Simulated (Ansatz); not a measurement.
`CC(Cl)Cl` → `Cl[C]Cl` + CH₄ at 298.15 K and 1 bar (formal loss of a carbene).

Gas-phase electronic energies from Ansatz, PBE0-D4/def2-TZVP geometries. CCSD(T)/CBS adds triple-zeta CCSD(T) − MP2 to the extrapolated MP2 energy (def2 sets, frozen cores). This one scheme is used for every species.

```tsv
species	CCSD(T)/CBS energy (Eh)	H − E (kJ/mol)	S (J/(mol·K))
`CC(Cl)Cl`	-998.07052	166.2	303.2
`Cl[C]Cl`	-957.49147	22.6	264.6
CH₄	-40.46206	127.4	186.2
```

H − E and S are ideal-gas, rigid-rotor, harmonic terms from PBE0-D4/def2-TZVP. 1 Eh = 2625.50 kJ/mol, R = 8.31446 J/(mol·K).

Question: By hand: ΔE, ΔH, ΔS and ΔG.

Answer: ΔE = (-957.49147) + (-40.46206) − (-998.07052) = 0.11699 Eh = 307.2 kJ/mol. Δ(H − E) = 22.6 + 127.4 − 166.2 = -16.2, so ΔH = 291.0 kJ/mol. ΔS = 264.6 + 186.2 − 303.2 = 147.6 J/(mol·K). ΔG = 291.0 − 298.15 × (147.6)/1000 = 247.0 kJ/mol.

Question: By hand: the equilibrium constant, and the temperature at which ΔG would vanish if ΔH and ΔS stayed fixed.

Answer: log₁₀ K = −ΔG/(RT ln 10) = -43.3. ΔG = 0 at ΔH/ΔS = 1972 K.

The number of gas molecules changes by +1, which sets the sign of ΔS. A doubt of 5 kJ/mol in ΔE shifts log₁₀ K by 0.9 here. These are equilibria of isolated gas molecules and say nothing of rates. Largest T1 diagnostic: 0.020 (customary marks: 0.02 for closed shells, 0.045 for open ones).
